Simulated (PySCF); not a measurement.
Compound: HCN.
Cartesian coordinates in Å at the PBE0-D3(BJ)/def2-SVP level; atoms count from 1:
```xyz
3
HCN angstrom
C     -0.017   -0.030   -0.019
N      1.128    0.102   -0.071
H     -1.088   -0.153    0.031
```

Method: PBE0-D3(BJ)/def2-SVP geometry optimisation, gas phase in PySCF 2.14.0.

Masses are those of the commonest isotopes; rigid-rotor values at the optimised geometry. 

(1) What are the moment of inertia and the rotational constant?

(2) List the first levels of a rigid rotor in a Σ state.

(3) Where do the first rotational lines fall?

(4) Estimate the classical rotational partition function at 25 K, 100 K and 500 K.

Answers

(1) I = 11.408 u·Å², B = 505379 MHz·u·Å²/I = 44301 MHz (1.4777 cm⁻¹, or 2.126 K as hB/k).

(2) E(J) = BJ(J+1): J = 1: 2.955, J = 2: 8.866, J = 3: 17.733, J = 4: 29.554, J = 5: 44.331, J = 6: 62.064 cm⁻¹.

(3) The dipole is 2.90 D; J+1 ← J lies at 2B(J+1): 1 ← 0 at 88.60 GHz, 2 ← 1 at 177.20 GHz, 3 ← 2 at 265.80 GHz, 4 ← 3 at 354.41 GHz, 5 ← 4 at 443.01 GHz, 6 ← 5 at 531.61 GHz.

(4) Point group C∞v, symmetry number σ = 1; q = kT/(σhB), k/h = 20836.6 MHz/K: 11.8 at 25 K, 47.0 at 100 K, 235 at 500 K.

Stationary, but not proved a minimum. These are rigid-rotor constants of the computed structure; measured ground-state constants (B0) also hold zero-point vibration.
